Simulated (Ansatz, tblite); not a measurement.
# The cluster Si3H4: one state, many levels

Aim: run the singlet of the cluster Si3H4 at one geometry on many levels, and compare frontier levels, spin and run time.

Program: Ansatz 0.2.0, Gaussian basis. Level of theory: as each input shows. These are calculated values, not measurements.

Plan: GFN1-xTB, GFN2-xTB, PBE-D4/def2-TZVP, r2SCAN-D4/def2-TZVP, revPBE-D4/def2-TZVP, LDA/def2-TZVP, LC-ωPBE/def2-TZVP, BHLYP-D4/def2-TZVP, PBE-QIDH/def2-TZVP, PBE-D4/def2-SVP, PBE0-D4/def2-SVP, PBE0-D4/def2-TZVPD, PBE-D4/def2-TZVPD, r2SCAN-D4/def2-TZVPD, CCSD(T)/def2-TZVPP, MP2/def2-TZVP, RPA/def2-TZVP, CCSD(T)/def2-TZVPD.

## 1. The relaxed structure

The singlet was relaxed beforehand with PBE0-D4/def2-TZVP. At that level it is the lowest of the isomers that a small search found.

7 atoms, charge 0, spin multiplicity 1.

Bond lengths: Si1–Si2 2.105 Å, Si1–Si3 2.286 Å, Si1–H4 1.488 Å, Si2–Si3 2.286 Å, Si2–H6 1.488 Å, Si3–H5 1.492 Å, Si3–H7 1.492 Å. Angles: Si2–Si1–Si3 62.6°, Si2–Si1–H4 149.9°, Si3–Si1–H4 147.5°, Si1–Si2–Si3 62.6°, Si1–Si2–H6 150.0°, Si3–Si2–H6 147.4°, Si1–Si3–Si2 54.8°, Si1–Si3–H5 121.8°, Si1–Si3–H7 121.9°, Si2–Si3–H5 121.9°, Si2–Si3–H7 121.8°, H5–Si3–H7 107.1°.

PBE0-D4/def2-TZVP was run before; its log isn't repeated, and its numbers join the tables.

## 2. GFN1-xTB

Tight binding, by tblite at 300 K electronic temperature and without a spin-polarisation term:

```python
tblite.interface.Calculator('GFN1-xTB', numbers, positions, charge=0, uhf=0).singlepoint()
```

Energy -205.2007 eV, HOMO -9.85 eV, LUMO -7.71 eV; 0.004 s.

## 3. GFN2-xTB

Tight binding, by tblite at 300 K electronic temperature and without a spin-polarisation term:

```python
tblite.interface.Calculator('GFN2-xTB', numbers, positions, charge=0, uhf=0).singlepoint()
```

Energy -192.0835 eV, HOMO -7.04 eV, LUMO -5.53 eV; 0.004 s.

## 4. PBE-D4/def2-TZVP

start.molden holds the orbitals of an earlier run on this state, given as this run's starting guess.

in.yaml reads:

```yaml
crystal:
  periodic: [false, false, false]
  atoms:
    - {symbol: Si, position_ang: [-0.210521, 1.285813, -0.488745]}
    - {symbol: Si, position_ang: [1.003272, 0.295981, 0.917579]}
    - {symbol: Si, position_ang: [-0.487318, -0.972510, -0.263902]}
    - {symbol: H, position_ang: [-0.625983, 2.538502, -1.174952]}
    - {symbol: H, position_ang: [-1.703812, -1.555476, 0.372554]}
    - {symbol: H, position_ang: [2.067455, 0.336720, 1.956107]}
    - {symbol: H, position_ang: [-0.043093, -1.929030, -1.318652]}
basis:
  gaussian: {orbitals: def2-TZVP, initial_orbitals: start.molden}
hamiltonian: {xc: pbe, dispersion: d4}
scf: {omitted_lower_state_checks: [starts]}
output: {orbitals: {seedname: orbitals}}
```

Command:

```console
ansatz run in.yaml --threads 4 --pin off --events-out ev --progress --plain --max-ram 3916MiB
```

After this run come: r2SCAN-D4/def2-TZVP; revPBE-D4/def2-TZVP; LDA/def2-TZVP; LC-ωPBE/def2-TZVP; BHLYP-D4/def2-TZVP; PBE-QIDH/def2-TZVP; PBE-D4/def2-SVP; PBE0-D4/def2-SVP; PBE0-D4/def2-TZVPD; PBE-D4/def2-TZVPD; r2SCAN-D4/def2-TZVPD; CCSD(T)/def2-TZVPP; MP2/def2-TZVP; RPA/def2-TZVP; CCSD(T)/def2-TZVPD.

Q: Predict the results of all the runs planned. Wanted: gap in def2-TZVP, named functionals, smallest and largest; correlation energy, CCSD(T)/def2-TZVPP; correlation energy, MP2/def2-TZVP; correlation energy, CCSD(T)/def2-TZVPD; binding an atom, CCSD(T)/def2-TZVPP; PBE0 total energy, smallest basis above largest.

The runs gave:

| quantity | value |
| --- | --- |
| gap in def2-TZVP, named functionals, smallest and largest | 2.75 eV (LDA), 8.57 eV (LC-ωPBE) |
| correlation energy, CCSD(T)/def2-TZVPP | -11.51 eV |
| correlation energy, MP2/def2-TZVP | -9.28 eV |
| correlation energy, CCSD(T)/def2-TZVPD | -11.20 eV |
| binding an atom, CCSD(T)/def2-TZVPP | 2.672 eV |
| PBE0 total energy, smallest basis above largest | 8.21 eV (def2-SVP, def2-TZVPD) |

Over the named functionals in def2-TZVP the gap runs from 2.75 eV (LDA) to 8.57 eV (LC-ωPBE); exact exchange widens it. The functionals in def2-TZVP miss CCSD(T)/def2-TZVPP by +0.015 (LC-ωPBE) to +0.445 eV (LDA) an atom. The reference is CCSD(T) in one finite basis, so it carries an error of its own, often a tenth of an eV or more, and near misses can't be ranked.
